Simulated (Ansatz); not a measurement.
A nudged elastic band was laid between two geometries of H2O2Si (5 atoms, charge 0, multiplicity 1).

Method: Ansatz, RKS PBE0-D4/def2-SVP.

```json
{
 "movable images": "5",
 "climbing image": "yes",
 "spring": "5.0 eV/Å²",
 "optimiser": "quadratic models (default)",
 "start path": "through a guess of the saddle point",
 "force threshold": "0.05 eV/Å",
 "iteration limit": "60",
 "end points": "relaxed"
}
```

Image 0:

```xyz
5
Properties=species:S:1:pos:R:3
O -1.455 -0.104 -0.279
Si -0.217 -0.805 0.578
O 1.033 0.191 0.065
H -1.215 0.651 -0.834
H 1.903 -0.006 0.428
```

Image 6:

```xyz
5
Properties=species:S:1:pos:R:3
O -1.091 0.389 -0.593
Si -0.165 -0.573 0.403
O 1.298 0.179 0.135
H -2.022 0.144 -0.612
H 2.030 -0.212 0.625
```

Q: Which bonds break or form, and what moves?

A: No bond is made or broken. The dihedral H4–O1–Si2–O3 goes from 0 to -180°.

Q: Give the energies along the band, and the barrier.

A: The forces met the threshold. The highest image is number 3 of 0 to 6, 0.32 eV above the first end and 0.24 eV above the last; the last end lies 0.07 eV above the first. A vibrational analysis at the climbing image gives one clearly imaginary mode, 521i cm⁻¹: a first-order saddle point.

```
image  path coordinate (Å)  energy (eV)  dihedral H4–O1–Si2–O3 (°)
    0                 0.00         0.00                          0
    1                 0.30         0.06                         13
    2                 0.61         0.21                         50
    3                 0.91         0.32                         96
    4                 1.16         0.25                        128
    5                 1.41         0.13                        156
    6                 1.66         0.07                       -180
```

Q: What is the geometry of the highest image?

A: 
```xyz
5
Properties=species:S:1:pos:R:3
O -1.330 0.211 -0.154
Si -0.094 -0.806 0.268
O 1.193 0.263 0.269
H -1.735 0.394 -1.003
H 2.016 -0.135 0.578
```

Q: What are the harmonic wavenumbers there?

A: 521i, 341, 395, 521, 788, 858, 904, 3890, 3980 cm⁻¹.

The band took 8 iterations and about 40 core-seconds.

The run took 45 s on 1 thread of Arm Neoverse V2 (shared host), peak memory 0.1 GiB.
